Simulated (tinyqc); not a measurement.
UHF in the sto-3g basis, for H3O+, spin multiplicity 1, step by step. One step of it, computed by the program tinyqc.

Task: Iteration 2: diagonalisation and new density. Diagonalise F' = X^T F X, C = X C', fill 5 alpha and 5 beta electrons from the bottom; D(s) = C_occ C_occ^T; the new density keeps 0.7 of the old one (damping). Each column has its largest component positive (the first on a tie).

F(alpha) (hartree), lower triangle:
```
,1O 1s,1O 2s,1O 2px,1O 2py,1O 2pz,2H 1s,3H 1s,4H 1s
1O 1s,-20.859537
1O 2s,-5.322000,-2.907202
1O 2px,-0.001769,-0.018247,-0.946851
1O 2py,0.000435,0.028539,0.002036,-0.967111
1O 2pz,0.006585,0.075886,0.001413,0.139980,-0.707508
2H 1s,-1.005357,-1.093471,-0.620684,0.001356,0.143733,-0.825662
3H 1s,-1.002850,-1.078305,0.293186,-0.497523,0.070245,-0.344922,-0.757866
4H 1s,-1.004369,-1.069341,0.293851,0.501204,0.209641,-0.350674,-0.326559,-0.785487
```

F(beta) (hartree), lower triangle:
```
,1O 1s,1O 2s,1O 2px,1O 2py,1O 2pz,2H 1s,3H 1s,4H 1s
1O 1s,-20.859537
1O 2s,-5.322000,-2.907202
1O 2px,-0.001769,-0.018247,-0.946851
1O 2py,-0.000435,-0.028539,-0.002036,-0.967111
1O 2pz,0.006585,0.075886,0.001413,-0.139980,-0.707508
2H 1s,-1.005357,-1.093471,-0.620684,-0.001356,0.143733,-0.825662
3H 1s,-1.004369,-1.069341,0.293851,-0.501204,0.209641,-0.350674,-0.785487
4H 1s,-1.002850,-1.078305,0.293186,0.497523,0.070245,-0.344922,-0.326559,-0.757866
```

X, lower triangle:
```
,1O 1s,1O 2s,1O 2px,1O 2py,1O 2pz,2H 1s,3H 1s,4H 1s
1O 1s,1.024690
1O 2s,-0.146328,1.259742
1O 2px,-0.000007,0.000096,1.099609
1O 2py,0.000000,0.000000,0.000000,1.099585
1O 2pz,0.004208,-0.042518,-0.000020,0.000000,1.007602
2H 1s,0.019194,-0.237458,-0.239906,0.000000,0.042616,1.160029
3H 1s,0.019186,-0.237274,0.119869,-0.207670,0.042574,-0.057160,1.159853
4H 1s,0.019186,-0.237274,0.119869,0.207670,0.042574,-0.057160,-0.057104,1.159853
```

D(alpha) after iteration 1, lower triangle:
```
,1O 1s,1O 2s,1O 2px,1O 2py,1O 2pz,2H 1s,3H 1s,4H 1s
1O 1s,1.030311
1O 2s,-0.122869,0.569989
1O 2px,0.000746,-0.003736,0.667130
1O 2py,0.013841,-0.052454,-0.001094,0.866277
1O 2pz,-0.010996,0.049843,0.001529,-0.333771,0.667275
2H 1s,-0.051176,0.127929,0.224529,0.003395,-0.031239,0.115850
3H 1s,-0.066368,0.186814,-0.109388,-0.018302,0.334926,-0.005261,0.336277
4H 1s,-0.035593,0.069448,-0.110638,0.023602,-0.394563,0.002369,-0.234218,0.352000
```

D(beta) after iteration 1, lower triangle:
```
,1O 1s,1O 2s,1O 2px,1O 2py,1O 2pz,2H 1s,3H 1s,4H 1s
1O 1s,1.030311
1O 2s,-0.122869,0.569989
1O 2px,0.000746,-0.003736,0.667130
1O 2py,-0.013841,0.052454,0.001094,0.866277
1O 2pz,-0.010996,0.049843,0.001529,0.333771,0.667275
2H 1s,-0.051176,0.127929,0.224529,-0.003395,-0.031239,0.115850
3H 1s,-0.035593,0.069448,-0.110638,-0.023602,-0.394563,0.002369,0.352000
4H 1s,-0.066368,0.186814,-0.109388,0.018302,0.334926,-0.005261,-0.234218,0.336277
```

overlap S, lower triangle:
```
,1O 1s,1O 2s,1O 2px,1O 2py,1O 2pz,2H 1s,3H 1s,4H 1s
1O 1s,1.000000
1O 2s,0.236704,1.000000
1O 2px,0.000000,0.000000,1.000000
1O 2py,0.000000,0.000000,0.000000,1.000000
1O 2pz,0.000000,0.000000,0.000000,0.000000,1.000000
2H 1s,0.044133,0.421058,0.354520,0.000000,-0.076964,1.000000
3H 1s,0.044099,0.420857,-0.177144,0.306958,-0.076913,0.173644,1.000000
4H 1s,0.044099,0.420857,-0.177144,-0.306958,-0.076913,0.173644,0.173489,1.000000
```

Give: F' = X^T F X; orbital energies; coefficients C; F' = X^T F X; orbital energies; coefficients C; D(alpha) after iteration 2; D(beta) after iteration 2.

Result:

F' = X^T F X (alpha) (hartree), lower triangle:
```
,1,2,3,4,5,6,7,8
1,-20.470
2,-2.750,-1.619
3,0.000,-0.015,-0.702
4,-0.004,0.034,0.002,-0.752
5,0.016,-0.009,0.000,0.183,-0.689
6,-0.128,-0.465,-0.489,0.000,0.089,-0.330
7,-0.125,-0.477,0.240,-0.379,-0.026,-0.087,-0.280
8,-0.130,-0.448,0.240,0.377,0.201,-0.089,-0.055,-0.306
```

orbital energies (alpha) (hartree): MO1 -20.869, MO2 -1.701, MO3 -1.103, MO4 -1.101, MO5 -0.759, MO6 0.034, MO7 0.164, MO8 0.187

coefficients C (alpha):
```
,MO1,MO2,MO3,MO4,MO5,MO6,MO7,MO8
1O 1s,0.994,-0.237,0.010,-0.004,-0.040,-0.161,0.011,-0.025
1O 2s,0.027,0.859,-0.045,0.012,0.191,0.986,-0.085,0.151
1O 2px,0.000,0.026,0.626,-0.408,0.003,0.146,0.079,-0.842
1O 2py,0.000,-0.022,0.428,0.665,-0.060,0.098,0.806,0.087
1O 2pz,-0.001,-0.065,-0.104,-0.167,0.919,-0.227,0.288,-0.007
2H 1s,-0.005,0.132,0.309,-0.182,-0.064,-0.776,-0.012,0.846
3H 1s,-0.005,0.104,-0.008,0.307,0.214,-0.653,-0.677,-0.657
4H 1s,-0.005,0.107,-0.276,-0.100,-0.335,-0.447,0.911,-0.478
```

F' = X^T F X (beta) (hartree), lower triangle:
```
,1,2,3,4,5,6,7,8
1,-20.470
2,-2.750,-1.619
3,0.000,-0.015,-0.702
4,0.004,-0.034,-0.002,-0.752
5,0.016,-0.009,0.000,-0.183,-0.689
6,-0.128,-0.465,-0.489,0.000,0.089,-0.330
7,-0.130,-0.448,0.240,-0.377,0.201,-0.089,-0.306
8,-0.125,-0.477,0.240,0.379,-0.026,-0.087,-0.055,-0.280
```

orbital energies (beta) (hartree): MO1 -20.869, MO2 -1.701, MO3 -1.103, MO4 -1.101, MO5 -0.759, MO6 0.034, MO7 0.164, MO8 0.187

coefficients C (beta):
```
,MO1,MO2,MO3,MO4,MO5,MO6,MO7,MO8
1O 1s,0.994,-0.237,0.010,0.004,-0.040,-0.161,0.011,-0.025
1O 2s,0.027,0.859,-0.045,-0.012,0.191,0.986,-0.085,0.151
1O 2px,0.000,0.026,0.626,0.408,0.003,0.146,0.079,-0.842
1O 2py,0.000,0.022,-0.428,0.665,0.060,-0.098,-0.806,-0.087
1O 2pz,-0.001,-0.065,-0.104,0.167,0.919,-0.227,0.288,-0.007
2H 1s,-0.005,0.132,0.309,0.182,-0.064,-0.776,-0.012,0.846
3H 1s,-0.005,0.107,-0.276,0.100,-0.335,-0.447,0.911,-0.478
4H 1s,-0.005,0.104,-0.008,-0.307,0.214,-0.653,-0.677,-0.657
```

D(alpha) after iteration 2, lower triangle:
```
,1O 1s,1O 2s,1O 2px,1O 2py,1O 2pz,2H 1s,3H 1s,4H 1s
1O 1s,1.035
1O 2s,-0.141,0.632
1O 2px,0.001,-0.006,0.635
1O 2py,0.012,-0.049,-0.002,0.795
1O 2pz,-0.015,0.072,0.002,-0.296,0.734
2H 1s,-0.045,0.115,0.238,0.006,-0.043,0.126
3H 1s,-0.058,0.171,-0.115,0.043,0.276,-0.021,0.281
4H 1s,-0.031,0.060,-0.117,-0.034,-0.357,-0.008,-0.191,0.309
```

D(beta) after iteration 2, lower triangle:
```
,1O 1s,1O 2s,1O 2px,1O 2py,1O 2pz,2H 1s,3H 1s,4H 1s
1O 1s,1.035
1O 2s,-0.141,0.632
1O 2px,0.001,-0.006,0.635
1O 2py,-0.012,0.049,0.002,0.795
1O 2pz,-0.015,0.072,0.002,0.296,0.734
2H 1s,-0.045,0.115,0.238,-0.006,-0.043,0.126
3H 1s,-0.031,0.060,-0.117,0.034,-0.357,-0.008,0.309
4H 1s,-0.058,0.171,-0.115,-0.043,0.276,-0.021,-0.191,0.281
```
